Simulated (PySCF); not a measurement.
Stick spectrum of a doublet radical in fast tumbling, microwave frequency 9.491 GHz, simulated to first order from computed parameters.

Lines, field (mT) (relative intensity): 330.86 (1), 333.01 (3), 333.12 (4), 335.16 (3), 335.27 (12), 335.38 (6), 337.31 (1), 337.42 (12), 337.53 (18), 337.63 (4), 339.57 (4), 339.67 (18), 339.78 (12), 339.89 (1), 341.82 (6), 341.93 (12), 342.04 (3), 344.08 (4), 344.19 (3), 346.34 (1)

Question: What is g?

Answer: The pattern is symmetric about 338.60 mT, so g = hν/(μB·B0) = 9491/(13.99624 × 338.60) = 2.0027, a shift of +0.4 × 10⁻³ from the free-electron value.

Question: Which couplings and how many nuclei make this pattern?

Answer: The first two lines at either end are about 2.15 mT apart, which is the smallest coupling, and their intensity ratio 1:3 counts the nuclei that share it. In full: a 1:4:6:4:1 quintet of 2.26 mT (63 MHz), from 4 nuclei of spin 1/2; a 1:3:3:1 quartet of 2.15 mT (60 MHz), from 3 nuclei of spin 1/2. Check: Σ 2nI·a is the distance from the first to the last line, 15.48 mT.

Question: The radical has the formula C4H7. Propose a structure, and say which nuclei carry the couplings.

Answer: The pattern alone needn't single out one isomer; the structure behind this simulation is `C[C]1CC1` [radical], numbered [CH3:1][C:2]1[CH2:3][CH2:4]1 (hydrogens: H5, H6, H7 on C1; H8, H9 on C3; H10, H11 on C4). 2.26 mT: 1H at H8/H9/H10/H11 (β, 2 bonds from C2; computed sign +); 2.15 mT: 1H at H5/H6/H7 (β, 2 bonds from C2; computed sign +). The largest Mulliken spin populations are on C2 (+0.92) and H7 (+0.07). No atom but C2 exceeds +0.15. The angles at C2 add up to 327.9°, so it is pyramidal.

Computed with UKS B3LYP, pcH-1 on C H, non-relativistic, mean-field spin-orbit, GIAO (PySCF). Geometry: GFN2-xTB; no solvent, vibrations or thermal averaging. Couplings are sensitive to structure, and on GFN2-xTB geometries they can be far from those on DFT ones. No stability test was run, so a lower SCF solution isn't excluded.

Nuclei that the bonding pattern makes equivalent are averaged, as if the motion that swaps them (rotation, inversion, ring flip) were fast. The three 1H nuclei of mean +60.2 MHz run from 23.8 to 132.5 MHz in the frozen geometry. The 1H value of +63.3 MHz is a mean of couplings from 49.8 to 76.7 MHz in this one geometry, not an average over conformers.

First-order positions only. To second order lines move to lower field by a²/(2B0)·[J(J+1) − M²], with J the total spin of the equivalent nuclei and M its projection: up to 0.05 mT for the 2.26 mT coupling at this field, and inner lines split by J.

Rare isotopes and splittings under 0.04 mT were left out of the simulation.
